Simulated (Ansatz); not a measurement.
Structure relaxation of AlAs3

All numbers below come from Ansatz 0.2.0, DFT PBE, scalar-relativistic, plane waves, PAW. Cutoff 420 eV, Γ-centred k mesh, Gaussian smearing, no spin polarisation in the final step.

A relaxed cell is given with its space group left out.

```
CELL_PARAMETERS angstrom
5.95379 0.00000 0.00000
-2.97689 5.15613 0.00000
0.00000 0.00000 5.02039
ATOMIC_POSITIONS crystal
Al 0.33333 0.66667 0.25000
Al 0.66667 0.33333 0.75000
As 0.81853 0.63705 0.25000
As 0.18147 0.81853 0.75000
As 0.36295 0.18147 0.25000
As 0.18147 0.36295 0.75000
As 0.81853 0.18147 0.25000
As 0.63705 0.81853 0.75000
```

The zero of energy is the elements' standard structures at the same level; no fitted shifts are applied.

(1) What space group does it have?

(2) How far does it lie from the elements in energy?

(3) Is it a metal?

Results:

(1) P6_3/mmc (No. 194). Conventional cell: a = 5.954 Å, c = 5.020 Å. Around Al lie 12 As at 2.96–2.98 Å; As has 2 As at 2.71 Å, 4 Al at 2.96–2.98 Å and 6 As at 3.13–3.24 Å.

(2) 0.31 eV/atom.

(3) Yes, bands cross the Fermi level on the 6×6×8 mesh.

The final run used a 6×6×8 mesh on its 8-atom cell and 0.10 eV smearing. The k mesh leaves about 4 meV/atom of noise in metals. The cell came from a trial start, so AlAs3 may not exist in this structure.

Cost: 2 runs of about 1.5 core-minutes in all, on Intel Xeon 6975P-C (Granite Rapids) (shared hosts).